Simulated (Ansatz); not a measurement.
# CH₃AlS: vertical ionisation energy

An exercise on one series of results from a longer session: the logs are not shown, and one member is left open.

Program: Ansatz 0.2.0, Gaussian basis. Level of theory: unrestricted cation, the program's frozen cores in correlated methods. These are calculated values, not measurements.

Plan: UKS PBE-D4/def2-TZVPP; UKS r2SCAN-D4/def2-TZVPP; UKS PBE0-D4/def2-TZVPP; UKS B3LYP-D4/def2-TZVPP; UKS wB97X-V/def2-TZVPP; UKS wB97M-V/def2-TZVPP; UKS B2PLYP/def2-TZVPP; UHF-CCSD(T)/def2-TZVPP; UHF-MP2/def2-QZVPP; extrapolation to the limit; then −ε(HOMO) from the neutral's earlier runs with LDA (SPW92), PBE-D4, revPBE-D4, BLYP-D4, r2SCAN-D4, B97M-V, PBE0-D4, B3LYP-D4, r2SCANh-D4, r2SCAN0-D4, HSE06-D4, BHLYP-D4, CAM-B3LYP-D4, LC-ωPBE, ωB97X-V, ωB97M-V.

1 further run of the same task is left out (it didn't finish).

### The geometry

All runs share one geometry, relaxed beforehand with PBE0-D4 in a triple-zeta def2 set.

SMILES `[CH2]1[AlH][S]1`, 6 atoms, charge 0, spin multiplicity 1.

Atoms are counted from 1 here; the program's logs count them from 0.

Bond lengths: C1–Al2 1.913 Å, C1–S3 1.909 Å, C1–H4 1.087 Å, C1–H5 1.087 Å, Al2–S3 2.115 Å, Al2–H6 1.567 Å. Angles: Al2–C1–S3 67.2°, Al2–C1–H4 122.7°, Al2–C1–H5 122.7°, S3–C1–H4 111.1°, S3–C1–H5 111.1°, H4–C1–H5 111.3°, C1–Al2–S3 56.3°, C1–Al2–H6 155.5°, S3–Al2–H6 148.2°, C1–S3–Al2 56.5°.

Set-up of the first run:

in.yaml

```yaml
crystal:
  periodic: [false, false, false]
  atoms:
    - {symbol: C, position_ang: [-0.232493, -0.185651, -0.764286]}
    - {symbol: Al, position_ang: [0.239766, 0.501582, 0.957014]}
    - {symbol: S, position_ang: [0.528854, -1.511881, 0.378437]}
    - {symbol: H, position_ang: [-1.254360, -0.440929, -1.033998]}
    - {symbol: H, position_ang: [0.382441, -0.029699, -1.647268]}
    - {symbol: H, position_ang: [0.377894, 1.602579, 2.064003]}
basis:
  gaussian: {orbitals: def2-TZVPP}
total_charge: 1
magnetization: {spin_polarized: true, initial_magnetization: 1}
hamiltonian: {xc: pbe, dispersion: d4}
```

The run is started by

```bash
$ ansatz run in.yaml --threads 2 --pin off --events-out ev --progress --plain --max-ram 4352MiB
```

Among the steps run: Cation, UKS PBE-D4/def2-TZVPP; Cation, UKS r2SCAN-D4/def2-TZVPP; Cation, UKS PBE0-D4/def2-TZVPP; Cation, UKS B3LYP-D4/def2-TZVPP; Cation, UKS wB97X-V/def2-TZVPP; Cation, UKS wB97M-V/def2-TZVPP; Cation, UKS B2PLYP (frozen core)/def2-TZVPP; Cation, UHF-CCSD(T)/def2-TZVPP; Cation, UHF-MP2/def2-QZVPP.

One table of the session follows, with a row left open; its other results are not shown here.

It belongs to the step «Ionisation energies side by side». For comparison, −ε(HOMO) of the neutral from earlier runs:

```
  functional  −ε(HOMO) (eV)
 LDA (SPW92)           5.91
      PBE-D4           5.79
   revPBE-D4           5.74
     BLYP-D4           5.61
   r2SCAN-D4           6.00
      B97M-V           6.05
     PBE0-D4           6.90
    B3LYP-D4           6.66
  r2SCANh-D4           6.42
  r2SCAN0-D4           7.04
    HSE06-D4           6.51
    BHLYP-D4              ?
CAM-B3LYP-D4           8.17
     LC-ωPBE           9.52
     ωB97X-V           9.17
     ωB97M-V           9.00
```

Estimate the missing values for BHLYP-D4.

Worked estimate for «−ε(HOMO) (eV)». Against the share of exact exchange, BLYP-D4 (0, 5.61), B3LYP-D4 (0.2, 6.66) give a slope of 5.25 per unit share; at 0.5 the line stands at 8.23.

The run gave: −ε(HOMO) (eV): 7.87. In «−ε(HOMO) (eV)» the line misses by +0.36.
